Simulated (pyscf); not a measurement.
InH₃ -> InH [singlet] + hydrogen (H₂) (1,1-elimination; singlet surface; H–In, H–In broken, H–H formed). Single points on ωB97X-D3(BJ)/def2-SVP structures (PySCF, gas phase). Energies in kcal/mol from the reactant's lowest minimum found.

```
level                      barrier  reaction energy
----------------------  ----------  ---------------
ωB97X-D3(BJ)/def2-TZVP        59.8             +6.8
PBE/def2-TZVP                 45.9             +0.5
r²SCAN/def2-TZVP        (withheld)             +4.1
B3LYP-D3(BJ)/def2-TZVP        51.2             -1.4
M06-2X/def2-TZVP              56.5             +0.3
HF/def2-TZVP            (withheld)       (withheld)
```

### Question
What belongs in the gaps?

### Answer

- r²SCAN/def2-TZVP, barrier: 49.8
- HF/def2-TZVP, barrier: 71.0
- HF/def2-TZVP, reaction energy: +2.6

The functionals in the table span 13.9 kcal/mol in this barrier, from PBE to ωB97X-D3(BJ)/def2-TZVP. This is the saddle that the search found; another between the same sides may lie lower. Elements past Kr carry the def2 core potentials, without spin-orbit coupling.
